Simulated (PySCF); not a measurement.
What happened in this job?

A geometry optimisation on [F4MoO]-, SMILES `[O]=[Mo-]([F])([F])([F])[F]` (charge -1 and doublet state). Method: PBE0-D3(BJ)/def2-SVP geometry optimisation, gas phase, def2 core potentials past Kr in PySCF 2.14.0.

Driver input (Å, GFN2-xTB start):

```
{"job": {"xc": "PBE0", "basis": "def2-SVP", "d3": "d3bj", "grid": 1, "maxiter": 30, "shake": 0.01, "kind": "geom"}, "charge": -1, "multiplicity": 2}
O     -1.6092     0.4264    -0.5824
Mo    -0.1028     0.1706    -0.1165
F      0.5225     1.7531    -0.7972
F     -0.4219    -0.6745     1.6105
F     -0.0147    -1.7563    -0.4849
F      1.6502     0.0507     0.3258
```

Output:

```
step   0  E = -542.19769974  max force = 0.126393
step   1  E = -542.22808281  max force = 0.033067
step   2  E = -542.22747088  max force = 0.013260
step   3  E = -542.22962536  max force = 0.005500
step   4  E = -542.22988441  max force = 0.004798
step   5  E = -542.23001727  max force = 0.002430
step   6  E = -542.23007148  max force = 0.000563
step   7  E = -542.23011647  max force = 0.000617
step   8  E = -542.23021454  max force = 0.002225
step   9  E = -542.23031695  max force = 0.003695
step  10  E = -542.23598109  max force = 0.016715
step  11  E = -542.22796678  max force = 0.040641
step  12  E = -542.24037325  max force = 0.020038
step  13  E = -542.24970013  max force = 0.012009
step  14  E = -542.25286150  max force = 0.015705
step  15  E = -542.25804175  max force = 0.018404
step  16  E = -542.25914196  max force = 0.015594
step  17  E = -542.25776076  max force = 0.016968
step  18  E = -542.26164544  max force = 0.014115
step  19  E = -542.26328455  max force = 0.013906
step  20  E = -542.26408422  max force = 0.013805
step  21  E = -542.26663118  max force = 0.015976
step  22  E = -542.26671977  max force = 0.017363
step  23  E = -542.26731377  max force = 0.015192
step  24  E = -542.26758648  max force = 0.018052
step  25  E = -542.26754903  max force = 0.019809
step  26  E = -542.26770425  max force = 0.017601
step  27  E = -542.26776187  max force = 0.017649
step  28  E = -542.26794964  max force = 0.015980
step  29  E = -542.26805832  max force = 0.016641
step  30  E = -542.26823003  max force = 0.015974
optimisation not converged
```

Energies are in Eh and forces in Eh/bohr.

Question: Which diagnosis fits best?
A. step limit reached while the energy was still falling
B. step limit reached with the energy nearly constant
C. step limit reached with the energy going up and down

Answer: A. After 31 gradient evaluations the largest force component was 0.01597 Eh/bohr against a threshold of 0.00045, and over the last 5 steps the energy changed by -0.427 kcal/mol in all, within a range of 0.427 kcal/mol, the last step by -0.108 kcal/mol. The energy rose in 4 of the 30 steps.

How can it be mended?

Restart from the last geometry with more steps, and check at the end whether the bonding still matches the drawn structure.

On one thread, Arm Neoverse V2 (aarch64), no GPU (shared host), this took 3.2 min of wall time and 0.43 GiB of memory at its peak.

For an open-shell metal species like this, the optimisation's SCF solution wasn't tested for stability and no frequencies at its level were run, so a lower state or another shape may exist.
